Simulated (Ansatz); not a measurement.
# CP radical: up Jacob's ladder to CCSD(T)

An exercise on one series of results from a longer session: the logs are not shown, and one member is left open.

Program: Ansatz 0.2.0, Gaussian basis. Level of theory: functionals in def2-TZVPP, the program's frozen cores in correlated methods. These are calculated values, not measurements.

Levels to be run: LDA (SPW92), PBE-D4, revPBE-D4, BLYP-D4, r2SCAN-D4, B97M-V, PBE0-D4, B3LYP-D4, r2SCANh-D4, r2SCAN0-D4, HSE06-D4, BHLYP-D4, CAM-B3LYP-D4, LC-ωPBE, ωB97X-V, ωB97M-V, B2PLYP, PBE-QIDH; CCSD(T)/def2-SVP; CCSD(T)/def2-TZVPP; CCSD(T)/def2-QZVPP; extrapolation to the limit; RPA on PBE.

## Structure used throughout

All runs share one geometry, relaxed beforehand with PBE0-D4 in a triple-zeta def2 set.

SMILES `[C]#P`, 2 atoms, charge 0, spin multiplicity 2.

Atoms are counted from 1 here; the program's logs count them from 0.

Bond lengths: C1–P2 1.550 Å.

Coordinates:

```tsv
atom	x (Å)	y (Å)	z (Å)
C1	-0.65813	0.23775	-0.33282
P2	0.65813	-0.23775	0.33282
```

Set-up of the first run:

in.yaml reads:

```yaml
crystal:
  periodic: [false, false, false]
  atoms:
    - {symbol: C, position_ang: [-0.658126, 0.237753, -0.332822]}
    - {symbol: P, position_ang: [0.658126, -0.237753, 0.332822]}
basis:
  gaussian: {orbitals: def2-TZVPP}
magnetization: {spin_polarized: true, initial_magnetization: 1}
hamiltonian: {xc: lda}
output: {orbitals: {seedname: orbitals}}
```

On the command line:

```sh
> ansatz run in.yaml --threads 2 --pin off --events-out ev --progress --plain --max-ram 32768MiB --backend cpu
```

Among the steps run: LDA; PBE-D4 (GGA); revPBE-D4 (GGA); BLYP-D4 (GGA); r2SCAN-D4 (meta-GGA); B97M-V (meta-GGA); B3LYP-D4 (hybrid); r2SCANh-D4 (hybrid); r2SCAN0-D4 (hybrid); HSE06-D4 (hybrid); BHLYP-D4 (hybrid); CAM-B3LYP-D4 (range-separated); LC-ωPBE (range-separated); ωB97X-V (range-separated); ωB97M-V (range-separated); B2PLYP (double hybrid); PBE-QIDH (double hybrid).

One of the session's tables, all rows but one given; the rest of the session is left out.

It belongs to the step «Frontier levels by functional». 

| functional | HOMO (eV) | LUMO (eV) | gap (eV) |
| --- | --- | --- | --- |
| LDA (SPW92) | -7.30 | -6.21 | 1.09 |
| PBE-D4 | ? | ? | ? |
| revPBE-D4 | -7.15 | -5.63 | 1.51 |
| BLYP-D4 | -7.00 | -5.80 | 1.21 |
| r2SCAN-D4 | -7.41 | -5.06 | 2.35 |
| B97M-V | -7.37 | -5.36 | 2.01 |
| PBE0-D4 | -8.26 | -4.46 | 3.79 |
| B3LYP-D4 | -8.01 | -4.99 | 3.02 |
| r2SCANh-D4 | -7.80 | -4.60 | 3.20 |
| r2SCAN0-D4 | -8.38 | -3.91 | 4.47 |
| HSE06-D4 | -7.86 | -4.86 | 3.00 |
| BHLYP-D4 | -9.11 | -3.36 | 5.76 |
| CAM-B3LYP-D4 | -9.52 | -3.47 | 6.04 |
| LC-ωPBE | -10.93 | -1.80 | 9.13 |
| ωB97X-V | -10.55 | -2.50 | 8.05 |
| ωB97M-V | -10.31 | -2.57 | 7.74 |

Q: Estimate the row for PBE-D4 from the others.

As computed: HOMO (eV): -7.19; LUMO (eV): -5.75; gap (eV): 1.44. In the column «HOMO (eV)» it lies between LDA (SPW92) (-7.30) and revPBE-D4 (-7.15).
